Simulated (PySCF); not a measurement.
# Basis-set dependence of population analyses: `C1C[SiH2]1`

C2H6Si.
Structure used (PBE0-D3(BJ)/def2-SVP), in Å, numbered top down from 1:
```xyz
9
C2H6Si angstrom
C     -0.625    0.709    0.181
C     -0.527   -0.743   -0.314
Si     1.110    0.036    0.112
H     -1.091    0.863    1.160
H     -0.934    1.462   -0.552
H     -0.765   -0.920   -1.369
H     -0.937   -1.518    0.342
H      1.790   -0.344    1.376
H      2.007    0.468   -0.988
```

PBE0 throughout (PySCF), one geometry, spherical d and f functions. Geometry: PBE0-D3(BJ)/def2-SVP; no solvent, vibrations or thermal averaging. Atoms taken as equivalent share a column and are averaged.

Mulliken charges (e):

```json
{"basis": "pcSseg-0", "functions": "43", "C1/C2": "-0.887", "Si3": "+0.780", "H4/H5/H6/H7": "+0.275", "H8/H9": "-0.053"}
{"basis": "6-31G*", "functions": "58", "C1/C2": "-0.520", "Si3": "+0.337", "H4/H5/H6/H7": "+0.201", "H8/H9": "-0.051"}
{"basis": "cc-pVDZ", "functions": "76", "C1/C2": "-0.180", "Si3": "+0.173", "H4/H5/H6/H7": "+0.064", "H8/H9": "-0.033"}
{"basis": "def2-SVP", "functions": "76", "C1/C2": "-0.265", "Si3": "+0.295", "H4/H5/H6/H7": "+0.086", "H8/H9": "-0.054"}
{"basis": "6-311+G(2d,p)", "functions": "125", "C1/C2": "-0.380", "Si3": "+0.373", "H4/H5/H6/H7": "+0.122", "H8/H9": "-0.051"}
{"basis": "aug-cc-pVDZ", "functions": "127", "C1/C2": "+0.727", "Si3": "-0.325", "H4/H5/H6/H7": "-0.398", "H8/H9": "+0.231"}
{"basis": "def2-TZVP", "functions": "135", "C1/C2": "-0.341", "Si3": "+0.165", "H4/H5/H6/H7": "+0.132", "H8/H9": "-0.006"}
{"basis": "IGLO-III", "functions": "174", "C1/C2": "-0.439", "Si3": "+0.683", "H4/H5/H6/H7": "+0.128", "H8/H9": "-0.158"}
{"basis": "cc-pVTZ", "functions": "178", "C1/C2": "-0.280", "Si3": "+0.150", "H4/H5/H6/H7": "+0.112", "H8/H9": "-0.019"}
```

IAO charges (e):

```csv
basis,functions,C1/C2,Si3,H4/H5/H6/H7,H8/H9
pcSseg-0,43,-0.519,+0.514,+0.162,-0.063
6-31G*,58,-0.513,+0.600,+0.155,-0.097
cc-pVDZ,76,-0.515,+0.598,+0.155,-0.094
def2-SVP,76,-0.512,+0.619,+0.151,-0.100
"6-311+G(2d,p)",125,-0.536,+0.634,+0.160,-0.101
aug-cc-pVDZ,127,-0.526,+0.599,+0.160,-0.093
def2-TZVP,135,-0.538,+0.641,+0.160,-0.103
IGLO-III,174,-0.539,+0.643,+0.160,-0.103
cc-pVTZ,178,-0.535,+0.626,+0.161,-0.099
```

Hirshfeld charges (e):

| basis | functions | C1/C2 | Si3 | H4/H5/H6/H7 | H8/H9 |
| --- | --- | --- | --- | --- | --- |
| pcSseg-0 | 43 | -0.154 | +0.277 | +0.038 | -0.060 |
| 6-31G* | 58 | -0.154 | +0.243 | +0.047 | -0.062 |
| cc-pVDZ | 76 | -0.160 | +0.273 | +0.044 | -0.065 |
| def2-SVP | 76 | -0.162 | +0.283 | +0.043 | -0.066 |
| 6-311+G(2d,p) | 125 | -0.172 | +0.291 | +0.045 | -0.064 |
| aug-cc-pVDZ | 127 | -0.176 | +0.290 | +0.047 | -0.064 |
| def2-TZVP | 135 | -0.172 | +0.286 | +0.046 | -0.064 |
| IGLO-III | 174 | -0.173 | +0.286 | +0.046 | -0.061 |
| cc-pVTZ | 178 | -0.170 | +0.283 | +0.046 | -0.064 |

Which scheme is steadiest as the basis changes?

Largest range over the bases for any column: Hirshfeld 0.05 e, IAO 0.13 e, Mulliken 1.61 e. Hirshfeld charges move least and Mulliken charges most, counted in e.

How much do the charges still move between the two largest bases, IGLO-III and cc-pVTZ?

At most, over all atoms: Mulliken 0.534 e, IAO 0.016 e, Hirshfeld 0.003 e.

What do the same runs give for the total energy, the frontier levels and the dipole moment?

```tsv
basis	energy (Eh)	HOMO (eV)	LUMO (eV)	μ (D)
pcSseg-0	-368.5161	-7.20	0.78	0.17
6-31G*	-369.0228	-6.68	0.77	0.29
cc-pVDZ	-369.0431	-6.77	0.76	0.17
def2-SVP	-368.8967	-6.83	0.76	0.07
6-311+G(2d,p)	-369.0762	-6.85	-0.01	0.08
aug-cc-pVDZ	-369.0491	-6.83	-0.02	0.13
def2-TZVP	-369.0836	-6.83	0.28	0.09
IGLO-III	-369.0869	-6.84	0.41	0.07
cc-pVTZ	-369.0846	-6.83	0.42	0.11
```

The dipole is fixed by the density alone, so its range of 0.22 D shows that the density itself changes with the basis, not only its division among atoms.
